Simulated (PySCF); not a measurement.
## Sulfur: a sound run and one with changed settings

Sound run: S [Ne] 3s2 3p4, S+ [Ne] 3s2 3p3. All numbers are calculated (PySCF 2.14, scalar relativity by spin-free X2C-1e, in x2c-SVPall (4s3p1d, 18 functions)). In the sound run the correlated levels freeze [Ne]. The sound run starts from symmetry-adapted Hartree-Fock orbitals and uses a fine grid where one is needed.

Changed run: no relativity, point nucleus. This setting is unsound on purpose.

| species | method | sound run (hartree) | changed run (hartree) | converged |
| --- | --- | --- | --- | --- |
| S | UHF | -398.43483 | -397.23228 | yes |
| S | B3LYP | -399.07189 | -397.87002 | yes |
| S | r2SCAN | -399.02428 | -397.82247 | yes |
| S | MP2 | -398.51699 | -397.31439 | yes |
| S | CCSD(T) | -398.53640 | -397.33383 | yes |
| S+ | UHF | -398.09772 | -396.89456 | yes |
| S+ | B3LYP | -398.68877 | -397.48629 | yes |
| S+ | r2SCAN | -398.64493 | -397.44245 | yes |
| S+ | MP2 | -398.16608 | -396.96291 | yes |
| S+ | CCSD(T) | -398.18532 | -396.98222 | yes |

Ionisation energy of S:

| method | sound run (eV) | changed run (eV) |
| --- | --- | --- |
| UHF | 9.173 | 9.190 |
| B3LYP | 10.425 | 10.442 |
| r2SCAN | 10.323 | 10.341 |
| MP2 | 9.549 | 9.564 |
| SCS-MP2 | 9.589 | 9.604 |
| CCSD | 9.549 | 9.563 |
| CCSD(T) | 9.553 | 9.568 |

Most of the change in total energy is the relativistic energy itself. On top of that the contraction fixes the core shape for the Hamiltonian it was made with, so the changed run is not a good calculation with the other Hamiltonian either.

For comparison, NIST gives 10.360 eV between the lowest levels.
